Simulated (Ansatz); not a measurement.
The same path of C₃H₂O (6 atoms, charge 0, multiplicity 1) was run twice with different band settings. Lost on the way: C3–H6. Made: O4–H6.

Method: Ansatz 0.2.0, RKS LDA/def2-SVP.

Relaxed end points:

```xyz
6
Properties=species:S:1:pos:R:3
C -0.364 1.076 -1.038
C -0.091 0.200 -0.231
C 0.269 -0.803 0.735
O -0.326 -1.847 0.888
H -0.621 1.844 -1.761
H 1.176 -0.534 1.359
```

```xyz
6
Properties=species:S:1:pos:R:3
C -0.493 1.156 -1.203
C -0.057 0.399 -0.330
C 0.628 -0.250 0.692
O 0.139 -1.418 1.020
H -0.873 1.824 -1.969
H 0.698 -1.776 1.743
```

Common settings: spring 5.0 eV/Å²; optimiser quadratic models (default); start path through a guess of the saddle point; force threshold 0.05 eV/Å; iteration limit 60; end points relaxed.

| run | movable images | climbing image |
| --- | --- | --- |
| 1 | 5 | yes |
| 2 | 4 | no |

Q: What does each run give, and how far can it be trusted?

A: Run 1: converged after 13 iterations, highest image 3.134 eV above the first end. Neighbouring images differ by up to 1.5 eV, so the band resolves the path poorly. A vibrational analysis at the climbing image gives one clearly imaginary mode, 1785i cm⁻¹: a first-order saddle point.
Run 2: converged after 14 iterations, highest image 2.847 eV above the first end. Neighbouring images differ by up to 2.0 eV, so the band resolves the path poorly. No image climbed, so the highest image needn't sit at the top of the path.
The orbitals stay closed-shell, which can raise the energy where a bond breaks towards radicals; this wasn't checked here.
